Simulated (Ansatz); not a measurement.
# How close CCSD(T) comes to the exact answer in a basis

Each species is computed at the geometry given (Å), with frozen cores, in Ansatz 0.2.0: RHF-CCSD(T) for singlets, UHF-CCSD(T) otherwise, and full CI in the same basis. The program picks the determinant by a search with trial CCSD, so it needn't be the lowest Hartree–Fock solution. States: H2Al–Na singlet A1, HB–AlH⁺ doublet Π, HPB quartet A''. Cases whose determinant has another symmetry than full CI's state, or lies over 0.5 eV above the lowest of its kind, whose (Q) step broke down or whose higher cluster runs on it stay over 0.1 eV above full CI weren't drawn.

**Question.** Judging by size, spin and bonding and the diagnostics given, rank them by the size of CCSD(T)'s error in total energy against full CI in the same basis, smallest first (an estimate).
A. H₂Al–Na, singlet, 6-31G: Al 0.000 0.000 1.120; Na 0.000 0.000 -1.496; H 0.000 1.310 2.070; H 0.000 -1.310 2.070. T1 0.020, (T) -27 meV in a correlation energy of -1.73 eV
B. HB–AlH⁺, doublet, 6-31G: B 0.000 0.000 1.051; Al 0.000 0.000 -0.857; H 0.000 0.000 2.234; H 0.000 0.000 -2.428. T1 0.015, (T) -38 meV in a correlation energy of -2.23 eV
C. HPB, quartet, 6-31G: B 0.000 0.098 1.574; P 0.000 -0.082 -0.518; H 0.000 1.482 -0.972. T1 0.031, (T) -64 meV in a correlation energy of -2.63 eV

**Answer.** A (13.2 meV), B (20.5 meV), C (29.9 meV).

```csv
species,basis,correlated electrons,CCSD(T) − full CI (meV),CCSDT(Q) − full CI (meV),unpaired electrons (full CI),T1,⟨S²⟩ of the determinant
"H2Al–Na, singlet",6-31G,6,13.2,0.7,0.05,0.020,0.00
"HB–AlH⁺, doublet",6-31G,7,20.5,0.6,1.04,0.015,0.76
"HPB, quartet",6-31G,9,29.9,0.2,3.06,0.031,3.76
```

Unpaired electrons are Σ n²(2−n)² over natural occupations; an open shell counts its own unpaired electrons too. Frozen cores follow each run's orbitals, which moves totals by a few meV.
